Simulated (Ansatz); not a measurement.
C3H3F (`FC1C=C1`), relaxed with RKS PBE0-D4/def2-TZVP in Ansatz 0.2.0 from a PBE-D4/def2-SVP geometry. The force threshold is 0.005 eV/Å; the program also tests the step.

Total charge 0; spin multiplicity 1.

Start:

```xyz
7

F     1.036    0.233   -1.501
C     0.539    0.411   -0.216
C    -0.891    0.139    0.043
C    -0.029   -0.751    0.500
H     1.114    1.221    0.277
H    -1.931    0.454   -0.106
H     0.161   -1.706    1.003
```

| step | energy (eV) | largest force (eV/Å) | largest move (Å) |
| --- | --- | --- | --- |
| 1 | -5870.0374 | 0.802 | 0.000 |
| 2 | -5870.0783 | 0.283 | 0.023 |
| 3 | -5870.0827 | 0.089 | 0.009 |
| 4 | -5870.0828 | 0.048 | 0.001 |
| 5 | -5870.0829 | 0.006 | 0.002 |
| 6 | -5870.0829 | 0.003 | 0.000 |

End:

```xyz
7

F     1.024    0.229   -1.487
C     0.531    0.410   -0.203
C    -0.880    0.134    0.043
C    -0.032   -0.742    0.493
H     1.101    1.205    0.271
H    -1.901    0.446   -0.104
H     0.158   -1.680    0.988
```

Run time 14 s (2 threads of an Arm Neoverse V1 on a shared host); peak host memory 0.23 GiB.
